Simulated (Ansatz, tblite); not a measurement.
# The cluster In3−: a ladder of methods and basis sets

An exercise on one series of results from a longer session: the logs are not shown, and one member is left open.

Program: Ansatz 0.2.0, Gaussian basis. Level of theory: as each input shows. These are calculated values, not measurements.

Levels to be run: GFN1-xTB, GFN2-xTB, PBE-D4/def2-TZVPD, r2SCAN-D4/def2-TZVPD, BLYP-D4/def2-TZVPD, CAM-B3LYP-D4/def2-TZVPD, LC-ωPBE/def2-TZVPD, r2SCANh-D4/def2-TZVPD, HSE06-D4/def2-TZVPD, PBE+5HF/def2-TZVPD, PBE+10HF/def2-TZVPD, PBE+15HF/def2-TZVPD, PBE+35HF/def2-TZVPD, PBE+50HF/def2-TZVPD, PBE-D4/def2-SVPD, PBE0-D4/def2-SVPD, CCSD(T)/def2-TZVPPD, MP2/def2-TZVPD, RPA/def2-TZVPD.

3 further runs of the same task are left out: 1 that didn't finish, 2 set aside as unsound or not needed. Runs told in other sessions of the task aren't counted.

### The geometry

The geometry is that of the singlet, from an earlier relaxation (PBE-D4/def2-SVPD). At that level it is the lowest of the isomers that a small search found.

3 atoms, charge -1, spin multiplicity 1.

Bond lengths: In1–In2 2.938 Å, In1–In3 2.929 Å, In2–In3 2.938 Å. Angles: In2–In1–In3 60.1°, In1–In2–In3 59.8°, In1–In3–In2 60.1°.

In takes a core potential in the def2 sets. No spin-orbit coupling is included. The ion is computed in the gas phase, without counter-ions or solvent.

PBE0-D4/def2-TZVPD was run before; its log isn't repeated, and its numbers join the tables.

Set-up of the first run:

Tight binding, by tblite at 300 K electronic temperature and without a spin-polarisation term:

```python
tblite.interface.Calculator('GFN1-xTB', numbers, positions, charge=-1, uhf=0).singlepoint()
```

Tight binding, by tblite at 300 K electronic temperature and without a spin-polarisation term:

```python
tblite.interface.Calculator('GFN2-xTB', numbers, positions, charge=-1, uhf=0).singlepoint()
```

start.molden holds the orbitals of an earlier run on this state, given as this run's starting guess.

Input file in.yaml:

```yaml
crystal:
  periodic: [false, false, false]
  atoms:
    - {symbol: In, position_ang: [1.563805, 0.637339, 0.116415]}
    - {symbol: In, position_ang: [-1.345353, 1.035273, 0.026187]}
    - {symbol: In, position_ang: [-0.218452, -1.672612, -0.142592]}
basis:
  gaussian: {orbitals: def2-TZVPD, initial_orbitals: start.molden}
total_charge: -1
hamiltonian: {xc: pbe, dispersion: d4}
scf: {omitted_lower_state_checks: [starts]}
output: {forces: true, orbitals: {seedname: orbitals}}
```

The run is started by

```console
ansatz run in.yaml --threads 4 --pin off --events-out ev --progress --plain --max-ram 3916MiB
```

Steps of the session up to this table: PBE-D4/def2-TZVPD; r2SCAN-D4/def2-TZVPD; BLYP-D4/def2-TZVPD; CAM-B3LYP-D4/def2-TZVPD; LC-ωPBE/def2-TZVPD; r2SCANh-D4/def2-TZVPD; HSE06-D4/def2-TZVPD; PBE+5HF/def2-TZVPD; PBE+10HF/def2-TZVPD; PBE+15HF/def2-TZVPD; PBE+35HF/def2-TZVPD; PBE+50HF/def2-TZVPD; PBE-D4/def2-SVPD; PBE0-D4/def2-SVPD; CCSD(T)/def2-TZVPPD; MP2/def2-TZVPD; RPA/def2-TZVPD.

One of the session's tables, all rows but one given; the rest of the session is left out.

It belongs to the step «Levels side by side». 

| level | HOMO (eV) | LUMO (eV) | gap (eV) |
| --- | --- | --- | --- |
| PBE-D4/def2-SVPD | 0.37 | 0.73 | 0.36 |
| PBE-D4/def2-TZVPD | 0.28 | 0.64 | 0.36 |
| BLYP-D4/def2-TZVPD | 0.42 | 0.77 | 0.34 |
| r2SCAN-D4/def2-TZVPD | 0.17 | 0.67 | 0.50 |
| r2SCANh-D4/def2-TZVPD | -0.05 | 0.87 | 0.92 |
| PBE0-D4/def2-SVPD | -0.21 | 1.26 | 1.47 |
| PBE0-D4/def2-TZVPD | -0.28 | 1.17 | 1.46 |
| HSE06-D4/def2-TZVPD | 0.04 | 0.82 | 0.78 |
| CAM-B3LYP-D4/def2-TZVPD | -1.07 | 2.02 | 3.09 |
| LC-ωPBE/def2-TZVPD | ? | ? | ? |
| PBE+5HF/def2-TZVPD | 0.17 | 0.75 | 0.58 |
| PBE+10HF/def2-TZVPD | 0.06 | 0.85 | 0.79 |
| PBE+15HF/def2-TZVPD | -0.05 | 0.96 | 1.01 |
| PBE+35HF/def2-TZVPD | -0.52 | 1.38 | 1.90 |
| PBE+50HF/def2-TZVPD | -0.88 | 1.70 | 2.58 |

**Question.** Estimate the row for LC-ωPBE/def2-TZVPD.

The run gave: HOMO (eV): -1.94; LUMO (eV): 2.77; gap (eV): 4.71. In the column «HOMO (eV)» it is the lowest.
